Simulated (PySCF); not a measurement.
# Gas-phase XPS of `CC(C)[C@H]1CS1`, computed

C5H10S.
Cartesian coordinates in Å at the PBE0-D3(BJ)/def2-SVP level; atoms count from 1:
```
atom  x, y, z in Å
C1    -0.689    1.437    0.249
C2    -0.345   -0.047    0.361
C3    -1.559   -0.931    0.111
C4     0.783   -0.386   -0.589
C5     2.189   -0.142   -0.202
S6     1.747   -1.896   -0.291
H7    -1.045    1.684   -0.765
H8    -1.487    1.710    0.956
H9     0.185    2.071    0.463
H10    0.027   -0.249    1.381
H11   -1.950   -0.784   -0.909
H12   -1.296   -1.994    0.225
H13   -2.371   -0.700    0.817
H14    0.540   -0.230   -1.649
H15    2.895    0.211   -0.962
H16    2.378    0.245    0.806
```

The calculation used delta-SCF UKS SCAN, pcX-2 on the ionised atom, pcseg-1 elsewhere, spin-free X2C (PySCF 2.14.0). These are vertical core ionisation energies against the vacuum level, from separate self-consistent calculations with and without the core hole.

List the computed XPS lines with their assignment.

```tsv
atom(s)	bonded to	level	binding energy (eV)	above the level's lowest (eV)	count
S6	2 C	S 1s	2476.60	0.00	1
C5	S, C and 2 H	C 1s	291.38	+0.85	1
C4	S, 2 C and H	C 1s	291.34	+0.81	1
C2	3 C and H	C 1s	290.82	+0.29	1
C1	C and 3 H	C 1s	290.65	+0.12	1
C3	C and 3 H	C 1s	290.53	0.00	1
```

Lowest listed C 1s: C3, bonded to C and 3 H. Highest, 0.85 eV above it: C5, bonded to S, C and 2 H. The widest gap between neighbouring values is 0.52 eV, between 290.82 and 291.34 eV. The values 291.34 and 291.38 eV lie too close for their order to be trusted.

What is the longest wavelength that can ionise C 1s of C4 vertically?

λ = hc/E = 12398.42 eV Å / 291.34 eV = 42.557 Å.

Not every level is listed. Isolated species at its PBE0-D3(BJ)/def2-SVP geometry (one conformer only).
